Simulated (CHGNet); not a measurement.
## hcp Re

Method: the machine-learned potential CHGNet-r²SCAN (trained on r²SCAN data).

Cell (relaxed at this level):

```yaml
crystal:
  lattice:
    - [2.77684, 0.00000, 0.00000]
    - [-1.38842, 2.40481, 0.00000]
    - [0.00000, 0.00000, 4.43706]
  atoms:
    - { symbol: Re, position: [0.66667, 0.33333, 0.75000] }
    - { symbol: Re, position: [0.33333, 0.66667, 0.25000] }
```

```
Property                     Value
-------------------  -------------
lattice parameter a        2.777 Å
c axis length              4.437 Å
volume per atom      14.81 Å³/atom
```

Measured, for comparison: lattice constant a 2.761 Å, lattice parameter c 4.458 Å (293 K, not corrected to a static lattice; as tabulated in Wikipedia's data pages). Computed (rounded) less measured: lattice constant a +0.6 %, lattice parameter c -0.5 %. A static lattice is as a rule a little smaller and stiffer than an uncorrected measurement, which narrows the difference in the lattice parameter c and would widen misses of the other sign.

A machine-learned potential is trained on density-functional data: it inherits that level's misses and adds fitting errors of its own.

Note: negative: at this level the crystal gains energy by rearranging, so this bulk phase is not the stable one; the model gives imaginary modes for this phase (in the spectrum interpolated from a supercell); the model's elastic tensor is not positive definite here.
